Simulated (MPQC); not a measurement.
**UHF/cc-pVDZ (Cartesian functions) run of SiNH4 (SMILES N[SiH2])**

Aim: the energy change on altering one bond length of SiNH4 at UHF/cc-pVDZ (Cartesian functions), from 2 runs. 

The calculation is run with MPQC 2.3.1.

3 further runs of the same task are left out: 3 set aside as unsound or not needed. Runs told in other sessions of the task aren't counted.

## (1) The structure to begin with

The species is SiNH4 (6 atoms), meant as a doublet with charge 0. As SMILES, `N[SiH2]`. The coordinates come from a PBE0-D4/def2-TZVP relaxation. This is one conformer, not always the lowest.

Bond lengths: N1–Si2 1.725 Å, N1–H3 1.008 Å, N1–H4 1.008 Å, Si2–H5 1.493 Å, Si2–H6 1.493 Å. Angles: N1–Si2–H5 107.3°, N1–Si2–H6 107.3°, Si2–N1–H3 119.9°, Si2–N1–H4 119.9°, H5–Si2–H6 110.5°, H3–N1–H4 110.9°.

## (2) Energy and gradient at UHF/cc-pVDZ (Cartesian functions)

File mol.in:

```
% emacs should use -*- KeyVal -*- mode
molecule<Molecule>: (
   symmetry = c1
   unit = angstrom
   { atoms geometry } = {
      N  [ -0.062300 -0.863500 0.020900 ]
      Si [ 0.307400 0.815300 0.161600 ]
      H  [ 0.565000 -1.475900 -0.476400 ]
      H  [ -0.503600 -1.346500 0.787600 ]
      H  [ 0.657400 1.307800 -1.204100 ]
      H  [ -0.921600 1.498900 0.664300 ]
   }
)
basis<GaussianBasisSet>: (
   name = "cc-pVDZ"
   molecule = $:molecule
   basisdir = "."
   puream = no
)
mpqc: (
   checkpoint = no
   savestate = no
   restart = no
   do_energy = yes
   do_gradient = yes
   optimize = no
   mole<UHF>: (
      molecule = $:molecule
      basis = $:basis
      total_charge = 0
      multiplicity = 2
      memory = 1000000000
      print_evals = yes
      print_npa = yes
      maxiter = 60
      guess_wavefunction<ExtendedHuckelWfn>: (
         molecule = $:molecule
         total_charge = 0
         multiplicity = 2
         basis<GaussianBasisSet>: (
            name = "STO-3G"
            molecule = $:molecule
         )
      )
   )
)
```

The basis set cc-pVDZ is read from a file made from the Basis Set Exchange's data (not shown).

Launch:

```sh
$ mpqc -o mol.out mol.in
```

The log of the run:

```text
MPQC: Massively Parallel Quantum Chemistry
[...]
  USCF::init: total charge = 0
[...]
  iter     1 energy = -328.3207789960 delta = 2.41696e-01
[...]
  <S^2>      = 0.755634
  total scf energy = -345.6867269962
[...]
Value of the MolecularEnergy: -345.6867269962
  Gradient of the MolecularEnergy:
      1    0.0014017106
      2    0.0134640409
      3   -0.0002024082
      4    0.0004675172
      5   -0.0074340491
      6    0.0011211416
      7    0.0030690630
      8   -0.0024254986
      9   -0.0035789844
     10   -0.0032295818
     11   -0.0016672643
     12    0.0038716097
[...]
      symmetry = c1
[...]
      nbasis = 54
[...]
    nalpha = 13
    nbeta = 12
[...]
```

Wall time 13 s (1 thread of Arm Neoverse N1, shared host).

## (3) The distorted shape

File job.in:

```
% emacs should use -*- KeyVal -*- mode
molecule<Molecule>: (
    symmetry = c1
    unit = angstrom
    { atoms geometry } = {
        N  [ -0.030937    -0.894118    -0.003964 ]
        Si [ 0.338763     0.784682     0.136736 ]
        H  [ 0.565000    -1.475900    -0.476400 ]
        H  [ -0.472237    -1.377118     0.762736 ]
        H  [ 0.688763     1.277182    -1.228964 ]
        H  [ -0.890237     1.468282     0.639436 ]
    }
)
basis<GaussianBasisSet>: (
    name = "cc-pVDZ"
    molecule = $:molecule
    basisdir = "."
    puream = no
)
mpqc: (
    checkpoint = no
    savestate = no
    restart = no
    do_energy = yes
    do_gradient = yes
    optimize = no
    mole<UHF>: (
        molecule = $:molecule
        basis = $:basis
        total_charge = 0
        multiplicity = 2
        memory = 1000000000
        print_evals = yes
        print_npa = yes
        maxiter = 60
        guess_wavefunction<ExtendedHuckelWfn>: (
            molecule = $:molecule
            total_charge = 0
            multiplicity = 2
            basis<GaussianBasisSet>: (
                name = "STO-3G"
                molecule = $:molecule
            )
        )
    )
)
```

The basis set cc-pVDZ is read from a file made from the Basis Set Exchange's data (not shown).

Launch:

```sh
$ mpqc -o job.out job.in
```

The log of the run:

```text
MPQC: Massively Parallel Quantum Chemistry
[...]
  USCF::init: total charge = 0
[...]
  iter     1 energy = -328.3422423775 delta = 2.41834e-01
[...]
  <S^2>      = 0.755547
  total scf energy = -345.6846755232
[...]
Value of the MolecularEnergy: -345.6846755232
  Gradient of the MolecularEnergy:
      1    0.0349676017
      2   -0.0196110553
      3   -0.0281685722
      4    0.0012325866
      5   -0.0074518111
      6    0.0008447157
      7   -0.0316442114
      8    0.0316531855
      9    0.0247733060
     10   -0.0026673253
     11   -0.0026245924
     12    0.0037504396
[...]
      symmetry = c1
[...]
      nbasis = 54
[...]
    nalpha = 13
    nbeta = 12
[...]
```

It took 13 s on 1 thread of Arm Neoverse N1, shared host.

## (4) Outcome

Level: UHF/cc-pVDZ (Cartesian functions).

| quantity | value |
| --- | --- |
| first shape: total energy | -345.68673 Eh |
| first shape: ⟨S²⟩ | 0.756 |
| first shape: largest force on an atom | 0.696 eV/Å |
| distorted shape: total energy | -345.68468 Eh |
| distorted shape: ⟨S²⟩ | 0.756 |
| distorted shape: largest force on an atom | 2.631 eV/Å |
| energy change with the N1–H3 bond shortened from 1.008 to 0.958 Å | 0.056 eV |

In words: With the N1–H3 bond shortened from 1.008 to 0.958 Å the energy rises by 0.06 eV (1.3 kcal/mol). The first shape isn't relaxed at this level, so the change isn't measured from a minimum. The largest force (first shape) is 0.70 eV/Å: the shape isn't a stationary point for this species at this level.
